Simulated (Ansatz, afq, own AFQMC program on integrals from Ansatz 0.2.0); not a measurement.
Re⁺, septet: AFQMC among the cluster methods

A free Re cation.

Basis def2-TZVP with its core potentials. Only valence electrons are correlated. Integrals, coupled cluster, full CI and functionals: Ansatz 0.2.0; the random walks run on the same integrals in our own AFQMC program. The CISD trial takes its coefficients from CCSD amplitudes. Released means that phaseless walkers are propagated on without the constraint, phases kept. ± is one standard error of the sampling. No spin–orbit coupling. The metal's outer-core s and p shells are frozen, which shifts wave-function levels against functionals.

Determinant: UHF, the one that the program's search chose, which needn't be the lowest solution.

Full CI on the same integrals is exact in this basis and with this determinant's frozen core.

Cautions: no spin-orbit coupling; outer-core shells of the metal frozen; the released energies have errors that jump between times, so the bars are unsure, so no released level is given (meV from the phaseless value at times in 1/Eh: -0.8 ± 0.3 at 0.60, 8 ± 9 at 1.20, -1.53 ± 0.19 at 2.00, -1.6 ± 0.3 at 3.00, -2.0 ± 0.3 at 4.20), though the last usable value meets full CI within the noise.

The T1 diagnostic is 0.0046. The weight of the determinant in the CISD state is 0.973, the ⟨S²⟩ of the determinant is 12.004 and the size of the correlated space is 6 electrons in 36 orbitals.

Reference: full CI, correlation energy -1.765 eV.

| level | E − E(reference) (meV) | share of correlation (%) |
| --- | --- | --- |
| HF | 1765.4 | 0.00 |
| MP2 | 226.1 | 87.19 |
| CCSD | 14.1 | 99.20 |
| CCSD(T) | 3.0 | 99.83 |
| CCSDT | 0.8 | 99.95 |
| CCSDT(Q) | 0.1 | 99.99 |
| CCSDTQ | 0.0 | 100.00 |
| ph-AFQMC/CISD | 1.3 ± 0.4 | 99.93 |

CCSDT and higher add their correlation energy to the determinant of the CCSD(T) run, since their own runs factorise the integrals more tightly (a shift of under 2 meV). A walk keeps the symmetry of its determinant, which the program's search chose and which needn't be the lowest solution, so a lower state of the same spin and another symmetry isn't excluded.
